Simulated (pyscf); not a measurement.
Structures and frequencies: ωB97X-D3(BJ)/def2-SVP in PySCF.

SMILES: [SnH3][SnH3]
```xyz
8

Sn    -1.4286     0.5956    -0.2615
Sn    -0.1185    -1.7646     0.0575
H     -3.1071     0.3319    -0.4453
H     -0.8593     1.4169    -1.6479
H     -1.1893     1.6051     1.0966
H     -0.6038    -2.5308     1.5061
H      1.5703    -1.5111     0.1241
H     -0.4523    -2.8190    -1.2453
```

Q: What are the homolytic bond dissociation enthalpies (298 K) of H₃Sn–SnH₃ (SMILES [SnH3][SnH3]) at ωB97M-D3(BJ)/def2-TZVP, weakest first?

A: Sn–Sn to SnH₃• + SnH₃•: 56.6 kcal/mol; H–Sn to •H₂Sn–SnH₃ + H•: 72.9 kcal/mol. Ring and multiple bonds, and those that leave no two simple radicals, are not listed. Other isomers of •H₂Sn–SnH₃ were not searched in full and may lie lower. Elements past Kr carry the def2 core potentials, without spin-orbit coupling.
